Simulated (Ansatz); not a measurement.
A made-up structure of CH$_{2}$B$_{2}$, closed shell:

| atom | x (Å) | y (Å) | z (Å) |
| --- | --- | --- | --- |
| B1 | -0.2505 | -0.7692 | 1.5579 |
| C2 | -0.3735 | -0.5366 | 0.3679 |
| B3 | 0.1058 | 0.2410 | -0.3894 |
| H4 | -0.4390 | -0.0577 | -1.4014 |
| H5 | 0.9572 | 1.1224 | -0.1349 |

It is relaxed with PBE-D4/def2-SVP and then PBE0-D4/def2-TZVP (Ansatz 0.2.0). Atoms count as bonded within 1.22 times the sum of their covalent radii (H–H: 0.88 Å). The end point is not checked to be a true minimum.

Q: Does its bonding change? (A judgement: the text doesn't fix the answer.)

A: By the calculation: No: no bond forms or breaks.

Where it ends: The first stage lowers the energy by 3.71 eV in 7 steps. It ends as CH₂B₂ ([B][C][BH2]):
B1  (-0.337, -0.975, 1.904)
C2  (-0.384, -0.592, 0.509)
B3  (0.126, 0.293, -0.484)
H4  (-0.341, 0.111, -1.587)
H5  (0.936, 1.163, -0.342)
(Å)

Labels in which every atom is bracketed show which atoms are joined, not bond orders.

For scale, one of the runs: PBE0-D4/def2-TZVP relaxation, 105 basis functions, launched by `ansatz run in.yaml --threads 2 --pin off --events-out ev --progress --plain --max-ram 4352MiB`. The run took about 23 s on 2 CPU threads of an Intel Xeon (shared host).
